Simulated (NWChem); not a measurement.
System: methyl formate (C2H4O2); SMILES COC=O

The following NWChem deck was run.

```
start job
memory heap 200 mb stack 900 mb global 1100 mb
geometry units angstroms noautosym nocenter noautoz
  C     -0.509398    -1.318595     0.002594
  O      0.676406    -0.537951     0.001445
  C      0.503956     0.780578     0.000236
  O     -0.552295     1.343814    -0.000184
  H     -1.115372    -1.111425    -0.891944
  H     -0.189132    -2.366689     0.008631
  H     -1.119780    -1.102316     0.891930
  H      1.496118     1.278758    -0.000275
end
basis spherical
  C library def2-svp
  O library def2-svp
  H library def2-svp
end
dft
  xc b3lyp
  iterations 150
end
cosmo
  dielec 25.0
end
task dft energy
```

Parts of the log:

```
             Northwest Computational Chemistry Package (NWChem) 7.3.0
             --------------------------------------------------------

                             Geometry "geometry" -> ""
                             -------------------------

 Output coordinates in angstroms (scale by  1.889725989 to convert to a.u.)

  No.       Tag          Charge          X              Y              Z
 ---- ---------------- ---------- -------------- -------------- --------------
    1 C                    6.0000    -0.50939800    -1.31859500     0.00259400
    2 O                    8.0000     0.67640600    -0.53795100     0.00144500
    3 C                    6.0000     0.50395600     0.78057800     0.00023600
    4 O                    8.0000    -0.55229500     1.34381400    -0.00018400
    5 H                    1.0000    -1.11537200    -1.11142500    -0.89194400
    6 H                    1.0000    -0.18913200    -2.36668900     0.00863100
    7 H                    1.0000    -1.11978000    -1.10231600     0.89193000
    8 H                    1.0000     1.49611800     1.27875800    -0.00027500

 Effective nuclear repulsion energy (a.u.)     122.8400347260

                                 NWChem DFT Module
                                 -----------------

 Summary of "ao basis" -> "ao basis" (spherical)
 ------------------------------------------------------------------------------
       Tag                 Description            Shells   Functions and Types
 ---------------- ------------------------------  ------  ---------------------
 C                          def2-svp                 6       14   3s2p1d
 O                          def2-svp                 6       14   3s2p1d
 H                          def2-svp                 3        5   2s1p

 in cosmo_initialize ...

 solvent parameters
 solvname_short: unkn
 solvname_long:  unknown
 dielec:       25.0000

          ---------------
          -cosmo- solvent
          ---------------
 Cosmo: York-Karplus, doi: 10.1021/jp992097l
 dielectric constant -eps-     =  25.00
 screen = (eps-1)/(eps    )    =   0.96000
 surface charge correction     = lagrangian

   van der Waals surface
 --------------------------

 ---------- ATOMIC COORDINATES (A.U.) ------------ VDWR(ANG.) --
     1   -0.96262264   -2.49178324    0.00490195     2.000
     2    1.27822200   -1.01657999    0.00273065     1.720
     3    0.95233875    1.47507853    0.00044598     2.000
     4   -1.04368621    2.53944024   -0.00034771     1.720
     5   -2.10774746   -2.10028871   -1.68552976     1.300
     6   -0.35740766   -4.47239371    0.01631023     1.300
     7   -2.11607737   -2.08307519    1.68550330     1.300
     8    2.82725307    2.41650223   -0.00051967     1.300
 number of segments per atom =         32
 number of   points per atom =         32
 atom (   nspa,  nppa )
 ----------------------
    1 (     18,     0 )       0
    2 (     16,     0 )       0
    3 (     16,     0 )       0
    4 (     20,     0 )       0
    5 (     15,     0 )       0
    6 (     14,     0 )       0
    7 (     15,     0 )       0
    8 (     16,     0 )       0
 number of -cosmo- surface points =      130
 molecular surface =     94.741 angstrom**2
 molecular volume  =     73.447 angstrom**3
 G(cav/disp)       =      1.334 kcal/mol
 -lineq- algorithm             =   0
 -bem- low  level              =   2
 -bem- from -octahedral-
 gaussian surface charge width =   4.50000
 degree of switching           =   1.00000
 switching function tolerance  =   0.00010
 atomic radii =
 --------------
    1  6.000  2.000
    2  8.000  1.720
    3  6.000  2.000
    4  8.000  1.720
    5  1.000  1.300
    6  1.000  1.300
    7  1.000  1.300
    8  1.000  1.300
 ...... end of -cosmo- initialization ......

            General Information
            -------------------
          SCF calculation type: DFT
          Wavefunction type:  closed shell.
          No. of atoms     :     8
          No. of electrons :    32
           Alpha electrons :    16
            Beta electrons :    16
          Charge           :     0
          Spin multiplicity:     1
          Use of symmetry is: off; symmetry adaption is: off
          Maximum number of iterations: 150
          AO basis - number of functions:    76
                     number of shells:    36
          Convergence on energy requested:  1.00D-06
          Convergence on density requested:  1.00D-05
          Convergence on gradient requested:  5.00D-04

              XC Information
              --------------
                         B3LYP Method XC Potential
                     Hartree-Fock (Exact) Exchange  0.200
                        Slater Exchange Functional  0.800 local
                    Becke 1988 Exchange Functional  0.720 non-local
              Lee-Yang-Parr Correlation Functional  0.810
                  VWN I RPA Correlation Functional  0.190 local

             Grid Information
             ----------------
          Grid used for XC integration:  medium
          Radial quadrature: Mura-Knowles
          Angular quadrature: Lebedev.
          Tag              B.-S. Rad. Rad. Pts. Rad. Cut. Ang. Pts.
          ---              ---------- --------- --------- ---------
          C                   0.70       49          10.0       434
          O                   0.60       49          10.0       434
          H                   0.35       45          11.0       434
          Grid pruning is: on
          Number of quadrature shells:   376
          Spatial weights used:  Erf1

      Superposition of Atomic Density Guess
      -------------------------------------

 Sum of atomic energies:        -226.62904483

      Non-variational initial energy
      ------------------------------

 Total energy =    -228.559714
 1-e energy   =    -552.322794
 2-e energy   =     200.923045
 HOMO         =      -0.394807
 LUMO         =       0.033102

   convergence    iter        energy       DeltaE   RMS-Dens  Diis-err
 ---------------- ----- ----------------- --------- --------- ---------
     COSMO gas phase
 d= 0,ls=0.0,diis     1   -228.7715902810 -3.52D+02  2.07D-02  1.02D+00
 d= 0,ls=0.0,diis     2   -228.5007887674  2.71D-01  1.46D-02  3.99D+00
 d= 0,ls=0.0,diis     3   -228.8817307039 -3.81D-01  3.33D-03  1.16D-01
 d= 0,ls=0.0,diis     4   -228.8893117928 -7.58D-03  1.27D-03  4.01D-02
 d= 0,ls=0.0,diis     5   -228.8929038930 -3.59D-03  3.08D-04  1.26D-03
  Resetting Diis
 d= 0,ls=0.0,diis     6   -228.8930240830 -1.20D-04  5.39D-05  2.71D-05
 d= 0,ls=0.0,diis     7   -228.8930273706 -3.29D-06  1.95D-05  1.28D-06
 d= 0,ls=0.0,diis     8   -228.8930272442  1.26D-07  1.15D-05  2.56D-06
 d= 0,ls=0.0,diis     9   -228.8930275088 -2.65D-07  2.70D-06  1.42D-07

   convergence    iter        energy       DeltaE   RMS-Dens  Diis-err
 ---------------- ----- ----------------- --------- --------- ---------
     COSMO solvation phase
 d= 0,ls=0.0,diis     1   -228.8998762888 -6.85D-03  1.80D-03  2.97D-03
 d= 0,ls=0.0,diis     2   -228.9002753360 -3.99D-04  5.30D-04  5.30D-03
 d= 0,ls=0.0,diis     3   -228.9007483977 -4.73D-04  1.54D-04  2.34D-04
 d= 0,ls=0.0,diis     4   -228.9007655004 -1.71D-05  6.12D-05  6.52D-05
 d= 0,ls=0.0,diis     5   -228.9007711318 -5.63D-06  1.53D-05  4.63D-06
 d= 0,ls=0.0,diis     6   -228.9007715449 -4.13D-07  3.84D-06  1.42D-07

         Total DFT energy =     -228.900771544932
      One electron energy =     -555.257305853433
           Coulomb energy =      232.890113144368
    Exchange-Corr. energy =      -29.506217252874
 Nuclear repulsion energy =      122.840034725994

             COSMO energy =        0.132603691014

 Numeric. integr. density =       32.000004486652

                                   COSMO solvation results
                                   -----------------------

                 gas phase energy =      -228.893027508785
                 sol phase energy =      -228.900771544932
 (electrostatic) solvation energy =         0.007744036147 (    4.86 kcal/mol)

                       DFT Final Molecular Orbital Analysis
                       ------------------------------------

 Vector   14  Occ=2.000000D+00  E=-3.642624D-01
              MO Center=  1.2D-01, -7.3D-01,  3.7D-03, r^2= 2.3D+00
   Bfn.  Coefficient  Atom+Function         Bfn.  Coefficient  Atom+Function
  ----- ------------  ---------------      ----- ------------  ---------------
    18      0.394142  2 O  px                 4     -0.284213  1 C  px
    21      0.268329  2 O  px                62     -0.233417  6 H  s
    46      0.191851  4 O  px                17      0.187501  2 O  s
    67      0.159553  7 H  s                 57      0.156900  5 H  s
    16      0.149277  2 O  s                  5      0.147269  1 C  py

 Vector   15  Occ=2.000000D+00  E=-3.173681D-01
              MO Center= -2.4D-02, -1.4D-01,  1.6D-04, r^2= 2.2D+00
   Bfn.  Coefficient  Atom+Function         Bfn.  Coefficient  Atom+Function
  ----- ------------  ---------------      ----- ------------  ---------------
    20      0.485216  2 O  pz                23      0.366339  2 O  pz
    48     -0.342409  4 O  pz                51     -0.259446  4 O  pz
     6     -0.190509  1 C  pz                57      0.185265  5 H  s
    67     -0.184156  7 H  s                 58      0.126199  5 H  s
    68     -0.126027  7 H  s                  9     -0.041227  1 C  pz

 Vector   16  Occ=2.000000D+00  E=-2.971561D-01
              MO Center= -1.7D-01,  1.1D+00,  9.0D-05, r^2= 1.5D+00
   Bfn.  Coefficient  Atom+Function         Bfn.  Coefficient  Atom+Function
  ----- ------------  ---------------      ----- ------------  ---------------
    47      0.504644  4 O  py                50      0.367714  4 O  py
    46      0.286578  4 O  px                72     -0.212320  8 H  s
    19      0.210770  2 O  py                49      0.190280  4 O  px
    22      0.160392  2 O  py                17      0.155543  2 O  s
    73     -0.139883  8 H  s                 36      0.101960  3 C  py

 Vector   17  Occ=0.000000D+00  E=-1.321872D-03
              MO Center=  2.6D-01,  7.7D-01, -1.4D-04, r^2= 1.7D+00
   Bfn.  Coefficient  Atom+Function         Bfn.  Coefficient  Atom+Function
  ----- ------------  ---------------      ----- ------------  ---------------
    37      0.578271  3 C  pz                34      0.555461  3 C  pz
    51     -0.433300  4 O  pz                48     -0.392873  4 O  pz
    20     -0.264610  2 O  pz                23     -0.261049  2 O  pz
    58     -0.145752  5 H  s                 68      0.143283  7 H  s
     9     -0.133985  1 C  pz                57     -0.072997  5 H  s

 Vector   18  Occ=0.000000D+00  E= 8.072443D-02
              MO Center= -9.2D-01, -1.4D+00,  8.6D-04, r^2= 4.6D+00
   Bfn.  Coefficient  Atom+Function         Bfn.  Coefficient  Atom+Function
  ----- ------------  ---------------      ----- ------------  ---------------
     3      2.459899  1 C  s                 58     -1.253758  5 H  s
    68     -1.251413  7 H  s                 63     -1.038602  6 H  s
    31     -0.567736  3 C  s                  7     -0.471698  1 C  px
    45      0.290327  4 O  s                  2      0.239100  1 C  s
    73      0.200098  8 H  s                  8     -0.144724  1 C  py

 Vector   19  Occ=0.000000D+00  E= 1.023340D-01
              MO Center=  1.5D+00,  8.8D-01,  5.6D-04, r^2= 4.4D+00
   Bfn.  Coefficient  Atom+Function         Bfn.  Coefficient  Atom+Function
  ----- ------------  ---------------      ----- ------------  ---------------
    73      1.959193  8 H  s                 31     -1.408837  3 C  s
    35     -0.784446  3 C  px                 3     -0.643365  1 C  s
    63      0.565367  6 H  s                 17      0.558728  2 O  s
     7     -0.383850  1 C  px                30     -0.267882  3 C  s
    32     -0.264185  3 C  px                36     -0.212088  3 C  py

     Multipole analysis of the density
     ---------------------------------

     L   x y z        total         alpha         beta         nuclear
     -   - - -        -----         -----         ----         -------
     0   0 0 0     -0.000000    -16.000000    -16.000000     32.000000

     1   1 0 0      0.345351      0.142374      0.142374      0.060604
     1   0 1 0     -0.803238     -0.323318     -0.323318     -0.156602
     1   0 0 1      0.000887     -0.033014     -0.033014      0.066915

     2   2 0 0    -17.423738    -33.625914    -33.625914     49.828091
     2   1 1 0      3.705934     -2.390801     -2.390801      8.487537
     2   1 0 1     -0.002491      0.006865      0.006865     -0.016221
     2   0 2 0    -17.595731    -81.177255    -81.177255    144.758779
     2   0 1 1     -0.002139      0.070802      0.070802     -0.143744
     2   0 0 2    -16.822738    -11.252571    -11.252571      5.682404
```

Level: B3LYP/def2-SVP, COSMO on the gas-phase geometry. Geometry: optimised at PBE0/def2-SVP. COSMO prints the solvation energy as gas minus solution, so a positive value is a stabilisation.
